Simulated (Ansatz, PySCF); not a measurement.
Species: C2H3O2, charge 0, doublet. C2H3O2 (SMILES [CH2]OC=O, doublet).
B3LYP-D3(BJ)/def2-TZVP minimum from Ansatz (an electronic-structure program):
```xyz
7

C     -0.8900    -0.0050     0.0066
O     -0.8153    -1.0156     0.6401
O      0.1687     0.7169    -0.4503
H     -1.8118     0.4969    -0.3047
C      1.4272     0.2754    -0.1782
H      1.5540    -0.6302     0.3892
H      2.2073     0.9005    -0.5732
```
Charge 0, spin multiplicity 2.

Atomisation energy term by term, kcal/mol (programs: Ansatz). Open shells are spin-unrestricted; no spin-orbit coupling. Correlated methods leave the cores frozen. Rows without X2C or -DK are non-relativistic. CBS(X,Y): correlation extrapolated as X^-3, Hartree-Fock from the larger set. A bracket is a step between two methods taken in the basis named. 'core' is core correlation in cc-pwCVTZ, 'X2C' scalar relativity in cc-pVTZ-DK, both at CCSD(T). Where a partner has so few electrons that a lower coupled-cluster level is exact, that level stands in.

```json
[
 {"term": "Hartree-Fock", "basis": "cc-pVQZ", "kcal/mol": "463.79"},
 {"term": "CCSD correlation", "basis": "CBS(cc-pVTZ,cc-pVQZ)", "kcal/mol": "196.60"},
 {"term": "(T)", "basis": "CBS(cc-pVTZ,cc-pVQZ)", "kcal/mol": "16.10"},
 {"term": "CCSDT(Q) - CCSD(T)", "basis": "cc-pVDZ", "kcal/mol": "1.05"},
 {"term": "core correlation", "basis": "cc-pwCVTZ", "kcal/mol": "2.71"},
 {"term": "scalar relativity", "basis": "X2C, cc-pVTZ-DK", "kcal/mol": "-0.78"},
 {"term": "minus zero-point energy", "basis": "Hessian by PySCF at B3LYP-D3(BJ)/def2-TZVP", "kcal/mol": "-29.37"},
 {"term": "sum: D0", "basis": "", "kcal/mol": "650.1"}
]
```
